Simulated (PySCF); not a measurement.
## The electron affinity along group 15

All values are computed (PySCF 2.14, energy differences of UHF-based or UKS calculations, no spin-orbit coupling). Values in eV. The last column holds reference values (measured affinities from photodetachment; the arrow runs from anion to atom). Unmarked ones compare directly (S terms, centres of terms, or small fine structure); those marked * lie between the lowest fine-structure levels and include a spin-orbit shift.

```
                               element                                   configurations  MP2 (valence)  SCS-MP2 (valence)  CCSD (valence)    LDA    PBE  r2SCAN  reference
 P (aug-cc-pV(Q+d)Z, non-relativistic)                      [Ne] 3s2 3p4 → [Ne] 3s2 3p3          0.542              0.628           0.616  1.034  0.882   0.794    0.747 *
As (aug-cc-pVQZ-PP with ECP10MDF, ECP)            [Ar] 3d10 4s2 4p4 → [Ar] 3d10 4s2 4p3          0.532              0.607           0.615  1.057  0.850   0.799    0.804 *
Sb (aug-cc-pVQZ-PP with ECP28MDF, ECP)            [Kr] 4d10 5s2 5p4 → [Kr] 4d10 5s2 5p3          0.684              0.753           0.782  1.187  0.969   0.923    1.047 *
Bi (aug-cc-pVQZ-PP with ECP60MDF, ECP)  [Xe] 4f14 5d10 6s2 6p4 → [Xe] 4f14 5d10 6s2 6p3          0.580              0.647           0.671  1.147  0.908   0.809    0.942 *
```

The highest occupied level of the anion is positive for P⁻ at LDA, PBE, r2SCAN; As⁻ at LDA, PBE, r2SCAN; Sb⁻ at LDA, PBE, r2SCAN; Bi⁻ at LDA, PBE, r2SCAN, so there the basis helps to hold the electron.

For Bi a determinant mixes LS terms or the coupling is close to jj, so these rows are model values.

"Valence" correlates the outer s and p shells and, in groups 3 to 12 and the f block, the outer d or f shell, open or full, or the next shell where the ion has no valence electron left; the wider scheme adds the next inner shell.
